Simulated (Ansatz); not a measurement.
fcc Pb, treated with revPBE (plane waves, PAW; Ansatz, a first-principles code).

Settings: plane-wave cutoff 520 eV, 20×20×20 k mesh, Fermi–Dirac smearing 0.05 eV, scalar-relativistic PAW data made under PBE.

Cell (relaxed at this level):

```yaml
crystal:
  lattice:
    - [0.00000, 2.54387, 2.54387]
    - [2.54387, 0.00000, 2.54387]
    - [2.54387, 2.54387, 0.00000]
  atoms:
    - { symbol: Pb, position: [0.00000, 0.00000, 0.00000] }
```

**Question.** Estimate the bulk modulus and pressure derivative B′ of the bulk modulus that the calculation returns.

**Answer.** 
bulk modulus: 35.8 GPa
pressure derivative B′ of the bulk modulus: 4.5

The run finds no gap.

Measured, for comparison: bulk modulus 47 GPa (corrected for temperature and zero-point phonon effects; as tabulated in Levämäki et al. (2014), arXiv:1402.3671). Computed (rounded) less measured: bulk modulus -24 %.

Spin–orbit coupling is not included; it can shift volumes and moduli of such heavy elements.
